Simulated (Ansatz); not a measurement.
hcp Re was calculated with PBE in Ansatz (PAW).

Run with plane-wave cutoff 520 eV, 18×18×12 k mesh (along the axes of the cell as run), Fermi–Dirac smearing 0.1 eV, perturbation theory, no spin polarisation, scalar-relativistic PAW data made under PBE.

The cell has the measured lattice parameters. Conventional cell: a = 2.7610 Å, b = 2.7610 Å, c = 4.4584 Å, α = 90.00°, β = 90.00°, γ = 120.00°.

Space group P6₃/mmc (No. 194); a = b = 2.7610 Å, c = 4.4584 Å, α = β = 90.00°, γ = 120.00°

```
atom  site  symmetry       x       y       z
----  ----  --------  ------  ------  ------
Re      2c      -6m2  0.3333  0.6667  0.2500
```

Harmonic phonon frequencies (cm⁻¹; i marks an imaginary mode):

```tsv
q point	frequencies
Γ	0 0 0 109 116 116
M	113 116 120 171 198 205
K	128 155 155 163 192 192
A	84 84 84 84 170 170
```

No imaginary mode appears at these points.

Note: the cell isn't this level's own, so it is under some stress, which shifts stiffness and frequencies.

Ansatz is a quantum-chemistry and plane-wave program.
